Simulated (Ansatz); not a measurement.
Nudged elastic band run: CH₅AlB

The input (input.yaml):

```yaml
crystal:
  periodic: [false, false, false]
  atoms:
    - { symbol: B, position_ang: [-1.798188, 0.625276, -1.144391] }
    - { symbol: Al, position_ang: [0.119879, 0.618994, -0.445707] }
    - { symbol: C, position_ang: [0.767477, -0.717251, 0.842118] }
    - { symbol: H, position_ang: [-2.912628, 0.64355, -1.561968] }
    - { symbol: H, position_ang: [1.067569, 1.774505, -1.010989] }
    - { symbol: H, position_ang: [1.102805, -0.22985, 1.765708] }
    - { symbol: H, position_ang: [1.636495, -1.25121, 0.439157] }
    - { symbol: H, position_ang: [0.016581, -1.464014, 1.116072] }
magnetization:
  spin_polarized: true
  initial_magnetization: 1
basis:
  gaussian: { orbitals: "6-31G*" }
hamiltonian:
  xc: r2scanh
  dispersion: d4
neb:
  order_check: false
  images: 4
  f_tol: 0.05
  max_iterations: 46
  initial_path: idpp
  climbing: false
  final_atoms:
    - { symbol: B, position_ang: [-1.82936608, 0.81246775, -0.96264913] }
    - { symbol: Al, position_ang: [0.14851466, 0.44807216, -0.61174338] }
    - { symbol: C, position_ang: [0.76228058, -0.69052329, 0.86832031] }
    - { symbol: H, position_ang: [-2.97790218, 1.0377042, -1.17896182] }
    - { symbol: H, position_ang: [1.17309306, 1.15204486, -1.61574457] }
    - { symbol: H, position_ang: [-0.05222073, -1.12021722, 1.45914989] }
    - { symbol: H, position_ang: [1.40313712, -0.11976622, 1.55213467] }
    - { symbol: H, position_ang: [1.37245358, -1.51978225, 0.48949403] }
```

Launched with:

```bash
$ ansatz run input.yaml --threads 1 --pin off --max-ram 2048MiB --backend cpu --events-out ev --progress --plain --runs-dir out
```

Output, in part (warnings, iteration lines, the closing report on the highest movable image, with atoms numbered from 0):

```
NEB end point (image 0): max|allowed force component| = 5.155e-4 eV/Å (the criterion of neb.relax_end_points is 1.000e-2)
NEB end point (image 5): max|allowed force component| = 1.482e-2 eV/Å (the criterion of neb.relax_end_points is 1.000e-2)
NEB iter   1: max|band force component| = 3.786e-1 eV/Å  barrier→ = 0.0245 eV  barrier← = 0.0244 eV  Δτ_max = 0.0382 Å  (333 SCF iters)
NEB iter   2: max|band force component| = 1.432e-1 eV/Å  barrier→ = 0.0114 eV  barrier← = 0.0114 eV  Δτ_max = 0.0216 Å  (160 SCF iters)
NEB iter   3: max|band force component| = 2.813e-2 eV/Å  barrier→ = 0.0099 eV  barrier← = 0.0099 eV  Δτ_max = 0.0000 Å  (352 SCF iters)
Total energy: -8386.25303941 eV, -308.1891147920 hartree
Atom 0 at    -1.820603     1.008292    -0.752563 Å, force     0.012529    -0.001564    -0.000622 eV/Å
Atom 1 at     0.146783     0.484815    -0.584138 Å, force    -0.028047     0.013047    -0.011145 eV/Å
Atom 2 at     0.778642    -0.816532     0.747819 Å, force     0.004446     0.007007    -0.012366 eV/Å
Atom 3 at    -2.958791     1.334510    -0.874371 Å, force    -0.002259    -0.003959     0.002560 eV/Å
Atom 4 at     1.126435     1.222110    -1.608885 Å, force     0.005823     0.000972     0.002816 eV/Å
Atom 5 at     0.717393    -0.408232     1.763456 Å, force     0.011349     0.003481     0.003817 eV/Å
Atom 6 at     1.823901    -1.087088     0.565054 Å, force    -0.009762    -0.016360     0.018808 eV/Å
Atom 7 at     0.186231    -1.737875     0.743628 Å, force     0.005920    -0.002624    -0.003867 eV/Å
Dipole moment:    -0.117666    -0.082332     0.119155 e Å
```

It converged. No image climbed, so the highest image needn't sit at the top of the path.

Final band (atoms are numbered from 1 in the order of the input):

```json
{"image": "0", "path coordinate (Å)": "0.00", "energy (eV)": "0.000", "dihedral B1–Al2–C3–H8 (°)": "2"}
{"image": "1", "path coordinate (Å)": "0.63", "energy (eV)": "0.004", "dihedral B1–Al2–C3–H8 (°)": "26"}
{"image": "2", "path coordinate (Å)": "1.25", "energy (eV)": "0.010", "dihedral B1–Al2–C3–H8 (°)": "49"}
{"image": "3", "path coordinate (Å)": "1.88", "energy (eV)": "0.009", "dihedral B1–Al2–C3–H8 (°)": "73"}
{"image": "4", "path coordinate (Å)": "2.51", "energy (eV)": "0.003", "dihedral B1–Al2–C3–H8 (°)": "98"}
{"image": "5", "path coordinate (Å)": "3.14", "energy (eV)": "0.000", "dihedral B1–Al2–C3–H8 (°)": "123"}
```

The run took 110 s on 1 thread of Arm Neoverse V2 (shared host), peak memory 0.18 GiB.
